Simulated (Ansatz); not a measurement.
in.yaml

```yaml
crystal:
  periodic: [false, false, false]
  atoms:
    - {symbol: Si, position_ang: [0.000000, -0.068116, 1.278085]}
    - {symbol: Al, position_ang: [0.000000, 0.012250, -1.367216]}
    - {symbol: H, position_ang: [0.000000, 1.570065, 0.986092]}
basis:
  gaussian: {orbitals: 6-31G}
magnetization: {spin_polarized: false}
correlation: {method: ccsdt_q, electrons: outside_noble_gas}
```

```sh
$ ansatz run in.yaml --threads 1 --pin off --events-out ev --progress --plain --max-ram 2393MiB
```

Output:

```
565 factors; integrals over basis functions are off by at most 1.4e-7 eV
mean field evaluation 1: about -14454.3404 eV, gradient 1.1e1 eV
mean field evaluation 2: about -14454.3416 eV, gradient 1.1e1 eV
mean field evaluation 4: about -14455.3520 eV, gradient 9.8e-1 eV
mean field evaluation 8: about -14455.3662 eV, gradient 3.6e-3 eV
mean field evaluation 16: about -14456.2430 eV, gradient 3.2e0 eV
mean field evaluation 32: about -14455.3662 eV, gradient 1.8e-2 eV
mean field evaluation 64: about -14455.3662 eV, gradient 7.1e-4 eV
mean field evaluation 96: about -14453.0259 eV, gradient 1.5e1 eV
mean field evaluation 128: about -14456.3540 eV, gradient 2.0e-1 eV
mean field evaluation 160: about -14434.3658 eV, gradient 1.2e1 eV
...
mean field -14456.35050695 eV, -531.2610822642 hartree, gradient 1.5e-6 eV, S^2 0.000000; 11 other end points of the search recorded, 0 dependent functions left out; unrestricted orbitals would lower it
determinant -14456.35050695 eV, -531.2610822642 hartree, with singles and doubles -14458.96915230 eV, -531.3573157057 hartree
determinant -14455.36617081 eV, -531.2249085782 hartree, with singles and doubles -14458.69053898 eV, -531.3470768552 hartree
determinant -14456.35050695 eV, -531.2610822642 hartree, with singles and doubles -14458.97212724 eV, -531.3574250327 hartree
determinant -14455.36617081 eV, -531.2249085782 hartree, with singles and doubles -14458.70866202 eV, -531.3477428644 hartree
10 core orbitals not correlated: weight in the atoms' cores, before any rotation towards them, 1.000 or more for the frozen orbitals, at most 0.000 for the correlated occupied ones
reference -14456.35050695 eV, -531.2610822642 hartree; 4, 4 occupied and 14, 14 virtual orbitals, 565 factors
second order -1.77451637 eV of doubles, -0.00000000 eV of singles
...
cycle  20  -2.70765919 eV  change    9.2e-6 eV  update   9.4e-6
cycle  21  -2.70764835 eV  change    1.1e-5 eV  update   5.2e-6
cycle  22  -2.70764498 eV  change    3.4e-6 eV  update   2.7e-6
cycle  23  -2.70764475 eV  change    2.4e-7 eV  update   1.6e-6
cycle  24  -2.70764483 eV  change   -8.1e-8 eV  update   1.2e-6
cycle  25  -2.70764487 eV  change   -4.6e-8 eV  update   9.2e-7
cycle  26  -2.70764358 eV  change    1.3e-6 eV  update   6.8e-7
cycle  27  -2.70764256 eV  change    1.0e-6 eV  update   5.4e-7
cycle  28  -2.70764113 eV  change    1.4e-6 eV  update   4.4e-7
cycle  29  -2.70764112 eV  change    1.7e-8 eV  update   2.2e-7
perturbative correction -0.01064655 eV, -0.0003912536 hartree
Total energy: -14459.06879462 eV, -531.3609774934 hartree
```

Ran on 1 thread of Arm Neoverse V1, shared host: 1.4 s wall, 0.08 GiB peak host memory.
